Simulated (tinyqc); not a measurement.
Worked calculation: Pariser-Parr-Pople SCF with singles CI, for the molecule c1ccccc1 (SMILES; centres numbered as the heavy atoms are written). One step of it, computed by the program tinyqc.

Problem. PPP integrals. Mataga-Nishimoto: gamma = 14.399645/(R + a), a = 2 x 14.399645/(gamma_rr + gamma_ss); H_rr = -W_r - sum_(s != r) z_s gamma_rs; H_rs = beta for bonds.

Centres (angstrom, eV; a flat drawing with bonds scaled to 1.40 angstrom):
```
centre          x          y  core charge z          W   gamma_rr
1C       1.400000   0.000000              1  12.350000  10.010000
2C       0.700000   1.212000              1  12.350000  10.010000
3C      -0.700000   1.212000              1  12.350000  10.010000
4C      -1.400000   0.000000              1  12.350000  10.010000
5C      -0.700000  -1.212000              1  12.350000  10.010000
6C       0.700000  -1.212000              1  12.350000  10.010000
```

Resonance integrals (eV):
```
i  j       beta
1  2  -2.590000
2  3  -2.590000
3  4  -2.590000
4  5  -2.590000
5  6  -2.590000
6  1  -2.590000
```

Give: repulsion gamma_rs; core matrix H.

Solution.

repulsion gamma_rs (eV), lower triangle:
```
         1C       2C       3C       4C       5C       6C
1C  10.0100
2C   5.0736  10.0100
3C   3.7274   5.0729  10.0100
4C   3.3973   3.7274   5.0736  10.0100
5C   3.7274   3.3979   3.7280   5.0736  10.0100
6C   5.0736   3.7280   3.3979   3.7274   5.0729  10.0100
```

core matrix H (eV), lower triangle:
```
          1C        2C        3C        4C        5C        6C
1C  -33.3493
2C   -2.5900  -33.3499
3C    0.0000   -2.5900  -33.3499
4C    0.0000    0.0000   -2.5900  -33.3493
5C    0.0000    0.0000    0.0000   -2.5900  -33.3499
6C   -2.5900    0.0000    0.0000    0.0000   -2.5900  -33.3499
```
